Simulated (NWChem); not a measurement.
**Basis-set dependence for nitrogen trifluoride (F₃N)**

```
N
F 1 1.3680
F 1 1.3681 2 102.35
F 1 1.3681 2 102.35 3 105.78
```
Charge 0, spin multiplicity 1.

Everything below was run with NWChem. Structure: optimised with B3LYP/def2-SVP, a minimum by its harmonic frequencies.

Hartree-Fock energies in Ha, correlation energies in mHa.

The correlated methods keep 4 core orbitals frozen. The Pople sets run with spherical d functions. No row is a measurement; the coupled-cluster row has its own basis-set and correlation limits.

```csv
basis,functions,RHF,MP2,SCS-MP2,CCSD,CCSD+T(CCSD),CCSD(T),CR-CCSD[T],CR-CCSD(T)
6-31G*,56,-352.53096,-684.7,-657.2,-693.8,-715.7,-713.2,-710.4,-708.5
def2-SVP,56,-352.24019,-730.9,-705.0,-743.6,-763.9,-761.8,-759.1,-757.5
def2-TZVP,124,-352.69695,-960.4,-934.6,not run,not run,not run,not run,not run
```

From def2-SVP to def2-TZVP the Hartree-Fock energy moves by -456.8 mHa and the MP2 correlation energy by -229.6 mHa, which is 24 % of its value in the larger set.
